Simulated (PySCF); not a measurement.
CF was optimised in PySCF in the def2-TZVP basis family (density fitting, no spin–orbit coupling) with several functionals.

One of them gave a doublet of C∞v symmetry with a mean bond of 1.275 Å to C, wavenumbers 1300 cm⁻¹.

**Question.** Which level of theory was it?
A. PBE
B. B3LYP
C. PBE0

**Answer.** B. That is B3LYP, with C–F 1.275 Å. The others give PBE 1.287 Å and 1258 cm⁻¹ for the highest mode; PBE0 1.268 Å and 1340 cm⁻¹ for the highest mode.

The entropy of CF lacks the orbital degeneracy of a ²Π state, up to R ln 2. The structures come from searches over a few start shapes, so lower isomers are not excluded.
